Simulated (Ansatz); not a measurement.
The first iterations of a band of C$_{2}$H$_{4}$OS (8 atoms, charge 0, multiplicity 1).

The calculation used RHF/def2-SVP in Ansatz.

```json
{
 "movable images": "5",
 "climbing image": "yes",
 "spring": "5.0 eV/Å²",
 "optimiser": "quadratic models (default)",
 "start path": "IDPP",
 "force threshold": "0.05 eV/Å",
 "iteration limit": "60",
 "end points": "relaxed"
}
```

First end point:

```xyz
8
Properties=species:S:1:pos:R:3
C 0.018 1.040 -0.226
C 0.332 -0.402 0.085
O 1.422 -0.841 0.171
S -1.128 -1.418 0.318
H 0.951 1.584 -0.349
H -0.565 1.478 0.585
H -0.574 1.104 -1.140
H -0.457 -2.545 0.556
```

Last end point:

```xyz
8
Properties=species:S:1:pos:R:3
C -0.211 0.918 -0.496
C 0.170 -0.489 -0.108
O 0.530 -1.314 -0.867
S 0.018 -0.811 1.652
H 0.388 1.638 0.061
H -1.260 1.096 -0.256
H -0.050 1.043 -1.563
H 0.415 -2.082 1.578
```

| iteration | highest image above the first end (eV) | largest band force component (eV/Å) |
| --- | --- | --- |
| 1 | 0.069 | 0.900 |
| 2 | 0.025 | 0.268 |

Q: Does the band converge within its limit, and where does its top end?

A: It converged. It ended after 6 iterations with the highest image 0.021 eV above the first end. A vibrational analysis at the climbing image gives one clearly imaginary mode, 104i cm⁻¹: a first-order saddle point.

The run took 35 s on 1 thread of Arm Neoverse V2 (shared host), peak memory 0.14 GiB.
